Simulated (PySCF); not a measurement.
DMSO (C2H6OS), SMILES CS(C)=O.

The structure is a stationary point at B3LYP-D3(BJ)/def2-SVP.

These are TDA-ωB97X/def2-SVPD (PySCF) values and carry that method's errors.

Vertical excitations. Isolated molecule, no solvent. State labels are in the subgroup Cs.

Computed excitation energies, oscillator strengths and character:
```json
[
 {"state": "S1", "symmetry": "A'", "energy (eV)": "6.14", "λ (nm)": "202", "f": "0.011", "main pairs": "HOMO→LUMO+2 54 %, HOMO→LUMO+3 20 %, HOMO→LUMO+6 15 %"},
 {"state": "S2", "symmetry": "A\"", "energy (eV)": "6.33", "λ (nm)": "196", "f": "0.067", "main pairs": "HOMO→LUMO+1 72 %, HOMO→LUMO+5 13 %"},
 {"state": "S3", "symmetry": "A'", "energy (eV)": "6.86", "λ (nm)": "181", "f": "0.014", "main pairs": "HOMO→LUMO 68 %, HOMO→LUMO+6 11 %"},
 {"state": "S4", "symmetry": "A\"", "energy (eV)": "7.12", "λ (nm)": "174", "f": "0.004", "main pairs": "HOMO−1→LUMO+2 54 %, HOMO−1→LUMO+3 21 %, HOMO−1→LUMO+6 16 %"},
 {"state": "S5", "symmetry": "A'", "energy (eV)": "7.48", "λ (nm)": "166", "f": "0.040", "main pairs": "HOMO−1→LUMO+1 29 %, HOMO→LUMO+3 27 %, HOMO→LUMO 10 %, HOMO→LUMO+2 7 %"},
 {"state": "S6", "symmetry": "A'", "energy (eV)": "7.80", "λ (nm)": "159", "f": "0.109", "main pairs": "HOMO→LUMO+3 38 %, HOMO−1→LUMO+1 23 %, HOMO→LUMO+2 14 %, HOMO→LUMO+4 7 %"},
 {"state": "S7", "symmetry": "A'", "energy (eV)": "8.02", "λ (nm)": "155", "f": "0.111", "main pairs": "HOMO→LUMO+4 58 %, HOMO−1→LUMO+1 17 %, HOMO→LUMO 9 %"},
 {"state": "S8", "symmetry": "A\"", "energy (eV)": "8.04", "λ (nm)": "154", "f": "0.001", "main pairs": "HOMO−1→LUMO 61 %, HOMO→LUMO+5 14 %, HOMO−1→LUMO+6 12 %"},
 {"state": "S9", "symmetry": "A\"", "energy (eV)": "8.19", "λ (nm)": "151", "f": "0.000", "main pairs": "HOMO→LUMO+5 56 %, HOMO→LUMO+1 17 %, HOMO−1→LUMO 14 %"},
 {"state": "S10", "symmetry": "A'", "energy (eV)": "8.20", "λ (nm)": "151", "f": "0.024", "main pairs": "HOMO→LUMO+6 55 %, HOMO→LUMO+2 14 %, HOMO→LUMO+4 11 %"},
 {"state": "T1", "symmetry": "A'", "energy (eV)": "5.38", "λ (nm)": "231", "f": "0", "main pairs": "HOMO→LUMO+2 49 %, HOMO→LUMO+6 21 %, HOMO→LUMO+3 18 %"},
 {"state": "T2", "symmetry": "A\"", "energy (eV)": "5.49", "λ (nm)": "226", "f": "0", "main pairs": "HOMO→LUMO+1 62 %, HOMO→LUMO+5 20 %, HOMO→LUMO+7 12 %"},
 {"state": "T3", "symmetry": "A'", "energy (eV)": "6.62", "λ (nm)": "187", "f": "0", "main pairs": "HOMO−1→LUMO+1 33 %, HOMO→LUMO 14 %, HOMO−1→LUMO+5 12 %, HOMO→LUMO+4 9 %"},
 {"state": "T4", "symmetry": "A\"", "energy (eV)": "6.68", "λ (nm)": "186", "f": "0", "main pairs": "HOMO−1→LUMO+2 46 %, HOMO−1→LUMO+6 22 %, HOMO−1→LUMO+3 21 %"}
]
```
Triplets are in the Tamm–Dancoff approximation.
